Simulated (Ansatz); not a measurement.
What does this script print? It uses Ansatz 0.2.0, Python API.

`c4h7n.xyz`
```text
12

C     1.98750    0.19050    0.10810
C     0.67370   -0.45520   -0.19380
C    -0.47490    0.16990    0.06970
C    -1.76920   -0.46380   -0.22670
N    -2.88230    0.14450    0.02980
H     2.08430    1.13850   -0.46230
H     2.06450    0.40360    1.19530
H     2.81520   -0.48930   -0.18350
H     0.66900   -1.44620   -0.63320
H    -0.45900    1.16100    0.50930
H    -1.80170   -1.45310   -0.66570
H    -2.90710    1.09960    0.45290
```

`run_energy.py`:
```python
'''Single point of C4H7N in a Gaussian basis.'''

from pathlib import Path
import argparse

import ansatz as az
import numpy as np

parser = argparse.ArgumentParser(description='Single point of C4H7N in a Gaussian basis.')
parser.add_argument('--basis-set', default='6-31G*', help='basis')
parser.add_argument('--functional', required=True, help='exchange-correlation functional')
args = parser.parse_args()

molecule = az.Crystal.molecule_from_extxyz('c4h7n.xyz')

calculation = (
    molecule.calculation()
    .basis(gaussian=args.basis_set)
    .functional(args.functional)
    .forces()
    .orbitals()
)
print(calculation.to_yaml())
outcome = calculation.run(threads=1, runs_dir='out')
report = outcome.report

print(f'E = {report["free_energy_ev"]:.6f} eV = {report["free_energy_ev"] / 27.211386246:.7f} Ha')
print('converged:', report['converged'], ' doubts:', report['published_state_doubts'] or 'none')

symbols = [site.symbol for site in molecule.cartesian_sites]
forces = np.array(report['forces_ev_ang'])
print('largest force', round(float(np.linalg.norm(forces, axis=1).max()), 4), 'eV/A, rms', round(float(np.sqrt((forces ** 2).mean())), 4))

charges = report['charge_distribution']
print('dipole moment', round(4.803205 * float(np.linalg.norm(charges['dipole_moment_e_ang'])), 3), 'D')
print('Mulliken:', [(s, round(q, 3)) for s, q in zip(symbols, charges['mulliken_charges_e'])])

lines = Path(report['orbitals_path']).read_text().splitlines()
field_of = lambda key: [line.split('=')[1].strip() for line in lines if line.startswith(key)]
orbitals = [(27.211386 * float(e), s, float(n)) for e, s, n in zip(field_of('Ene='), field_of('Spin='), field_of('Occup='))]
homo = max(e for e, _, n in orbitals if n > 0.5)
lumo = min(e for e, _, n in orbitals if n < 0.5)
for e, spin, n in sorted(orbitals):
    if homo - 10 < e < lumo + 5:
        print(f'{spin:6s} {e:10.3f} eV  occupation {n:.0f}')
```

```console
$ python run_energy.py --functional B3LYP
crystal:
  periodic: [false, false, false]
  atoms:
    - { symbol: C, position_ang: [1.9875, 0.1905, 0.1081] }
    - { symbol: C, position_ang: [0.6737, -0.4552, -0.1938] }
    - { symbol: C, position_ang: [-0.4749, 0.1699, 0.0697] }
    - { symbol: C, position_ang: [-1.7692, -0.4638, -0.2267] }
    - { symbol: "N", position_ang: [-2.8823, 0.1445, 0.0298] }
    - { symbol: H, position_ang: [2.0843, 1.1385, -0.4623] }
    - { symbol: H, position_ang: [2.0645, 0.4036, 1.1953] }
    - { symbol: H, position_ang: [2.8152, -0.4893, -0.1835] }
    - { symbol: H, position_ang: [0.669, -1.4462, -0.6332] }
    - { symbol: H, position_ang: [-0.459, 1.161, 0.5093] }
    - { symbol: H, position_ang: [-1.8017, -1.4531, -0.6657] }
    - { symbol: H, position_ang: [-2.9071, 1.0996, 0.4529] }
basis:
  gaussian:
    orbitals: "6-31G*"
hamiltonian:
  xc: b3lyp
output:
  orbitals: {}
  forces: true

E = -5750.924908 eV = -211.3425923 Ha
converged: True  doubts: none
largest force 3.5232 eV/A, rms 0.7483
dipole moment 2.916 D
Mulliken: [('C', -0.489), ('C', -0.105), ('C', -0.121), ('C', 0.084), ('N', -0.563), ('H', 0.169), ('H', 0.169), ('H', 0.152), ('H', 0.142), ('H', 0.127), ('H', 0.147), ('H', 0.288)]
Alpha     -16.352 eV  occupation 2
Alpha     -15.507 eV  occupation 2
Alpha     -13.285 eV  occupation 2
Alpha     -12.466 eV  occupation 2
Alpha     -11.591 eV  occupation 2
Alpha     -11.157 eV  occupation 2
Alpha     -10.503 eV  occupation 2
Alpha     -10.013 eV  occupation 2
Alpha      -9.219 eV  occupation 2
Alpha      -6.692 eV  occupation 2
Alpha      -6.417 eV  occupation 2
Alpha      -0.959 eV  occupation 0
Alpha       1.793 eV  occupation 0
Alpha       2.481 eV  occupation 0
Alpha       2.853 eV  occupation 0
Alpha       3.469 eV  occupation 0
Alpha       3.973 eV  occupation 0
```

Reading the output:
- These settings explore the input space; basis and method may be short of convergence.
- The geometry is a force-field or estimated start, not a minimum of this method, and the basis set is short of its limit.
- Alpha marks a spatial orbital of a restricted run, filled by both spins.
- Levels such as HOMO and LUMO are orbital energies: with these approximate functionals they aren't the ionisation energy and electron affinity, and their gap isn't the fundamental gap.
- The whole script took 4.2 s on 1 thread of Intel(R) Xeon(R) Platinum 8375C CPU @ 2.90GHz (Ice Lake), with other jobs on the host, peak memory 0.24 GiB.

(A comment or docstring line of the script was reworded after the run, the code is as it ran; lines on the test bed's own set-up are left out of the output.)
